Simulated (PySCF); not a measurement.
hydrogen fluoride (FH), SMILES F.

Geometry: B3LYP-D3(BJ)/def2-TZVPD.

The numbers are results of TDA-PBE/def2-TZVPD run with PySCF 2.14.0, not measurements.

Vertical excitations; the highest root listed may be one member of a degenerate set.  State labels are in the subgroup C2v.

```json
[
 {"state": "S1", "symmetry": "B1", "energy (eV)": "9.24", "λ (nm)": "134", "f": "0.031", "main pairs": "HOMO−1→LUMO (degenerate set)"},
 {"state": "S2", "symmetry": "B2", "energy (eV)": "9.24", "λ (nm)": "134", "f": "0.031", "main pairs": "HOMO→LUMO (degenerate set)"},
 {"state": "S3", "symmetry": "A2", "energy (eV)": "11.99", "λ (nm)": "103", "f": "0.000", "main pairs": "HOMO−1→LUMO+2, HOMO→LUMO+1 (degenerate set)"},
 {"state": "S4", "symmetry": "A1", "energy (eV)": "11.99", "λ (nm)": "103", "f": "0.000", "main pairs": "HOMO→LUMO+2, HOMO−1→LUMO+1 (degenerate set)"},
 {"state": "S5", "symmetry": "A2", "energy (eV)": "12.03", "λ (nm)": "103", "f": "0.000", "main pairs": "HOMO→LUMO+1 50 %, HOMO−1→LUMO+2 50 %"},
 {"state": "S6", "symmetry": "B1", "energy (eV)": "12.08", "λ (nm)": "103", "f": "0.019", "main pairs": "HOMO−1→LUMO+3 (degenerate set)"},
 {"state": "S7", "symmetry": "B2", "energy (eV)": "12.08", "λ (nm)": "103", "f": "0.019", "main pairs": "HOMO→LUMO+3 (degenerate set)"},
 {"state": "S8", "symmetry": "A1", "energy (eV)": "12.59", "λ (nm)": "99", "f": "0.043", "main pairs": "HOMO−1→LUMO+1 38 %, HOMO→LUMO+2 38 %, HOMO−2→LUMO 23 %"},
 {"state": "S9", "symmetry": "A1", "energy (eV)": "13.78", "λ (nm)": "90", "f": "0.082", "main pairs": "HOMO−2→LUMO 67 %"},
 {"state": "S10", "symmetry": "B1", "energy (eV)": "14.71", "λ (nm)": "84", "f": "0.073", "main pairs": "HOMO−1→LUMO+4 100 %"},
 {"state": "T1", "symmetry": "B2", "energy (eV)": "8.77", "λ (nm)": "141", "f": "0", "main pairs": "HOMO→LUMO (degenerate set)"},
 {"state": "T2", "symmetry": "B1", "energy (eV)": "8.77", "λ (nm)": "141", "f": "0", "main pairs": "HOMO−1→LUMO (degenerate set)"},
 {"state": "T3", "symmetry": "A1", "energy (eV)": "11.55", "λ (nm)": "107", "f": "0", "main pairs": "HOMO→LUMO+2 49 %, HOMO−1→LUMO+1 49 %"},
 {"state": "T4", "symmetry": "A2", "energy (eV)": "11.76", "λ (nm)": "105", "f": "0", "main pairs": "HOMO−1→LUMO+2 50 %, HOMO→LUMO+1 50 %"}
]
```
Triplets are in the Tamm–Dancoff approximation.
